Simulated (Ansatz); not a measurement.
# AlB2H5: the cost of one run

Program: Ansatz 0.2.0, Gaussian basis. Level of theory: the settings change from run to run. These are calculated values, not measurements.

## Step 1: The relaxed structure

The geometry comes from an earlier relaxation with PBE0-D4 in a triple-zeta def2 set; it is a stationary point, not always the lowest conformer.

8 atoms, charge 0, spin multiplicity 1.

Atoms are counted from 1 here; the program's logs count them from 0.

Bond lengths: B1–B2 1.526 Å, B1–Al3 2.153 Å, B1–H4 1.232 Å, B1–H5 1.198 Å, B2–Al3 2.347 Å, B2–H6 1.182 Å, Al3–H7 1.592 Å, Al3–H8 1.582 Å. Angles: B2–B1–Al3 77.2°, B2–B1–H4 121.1°, B2–B1–H5 120.9°, Al3–B1–H4 69.1°, Al3–B1–H5 114.8°, H4–B1–H5 116.9°, B1–B2–Al3 63.5°, B1–B2–H6 176.9°, Al3–B2–H6 117.9°, B1–Al3–B2 39.4°, B1–Al3–H7 117.3°, B1–Al3–H8 117.6°, B2–Al3–H7 92.4°, B2–Al3–H8 144.1°, H7–Al3–H8 121.9°.

Geometry (Å):

```xyz
8
AlB2H5
B    -0.91032    0.59677   -0.30339
B     0.47035    1.12170   -0.68841
Al    0.41320   -0.88017    0.53571
H    -1.26796   -0.54083   -0.61438
H    -1.58754    1.17774    0.49577
H     1.52753    1.58033   -0.95127
H     1.43671   -1.59172   -0.45490
H     0.01024   -1.52093    1.92507
```

## Step 2: wB97M-V/def2-SVPD

Set apart from the defaults: multiplicity 3, atoms shaken by 0.15 Å.

Contents of in.yaml:

```yaml
crystal:
  periodic: [false, false, false]
  atoms:
    - {symbol: B, position_ang: [-0.834792, 0.705959, -0.082970]}
    - {symbol: B, position_ang: [0.697481, 1.317976, -0.577442]}
    - {symbol: Al, position_ang: [0.381826, -0.744845, 0.529044]}
    - {symbol: H, position_ang: [-1.166200, -0.483384, -0.726350]}
    - {symbol: H, position_ang: [-1.656264, 1.074434, 0.683672]}
    - {symbol: H, position_ang: [1.477579, 1.330884, -0.737799]}
    - {symbol: H, position_ang: [1.321173, -1.628859, -0.493402]}
    - {symbol: H, position_ang: [-0.253471, -1.502268, 1.965161]}
basis:
  gaussian: {orbitals: def2-SVPD}
magnetization: {spin_polarized: true, initial_magnetization: 2}
hamiltonian: {xc: {name: wB97M-V}}
output: {forces: true}
```

Command:

```sh
$ ansatz run in.yaml --threads 2 --pin off --events-out ev --progress --plain --max-ram 4352MiB
```

What time and memory should one allow on 2 threads of Arm Neoverse V1, shared host?

About 17 s, with a peak of 0.39 GiB.
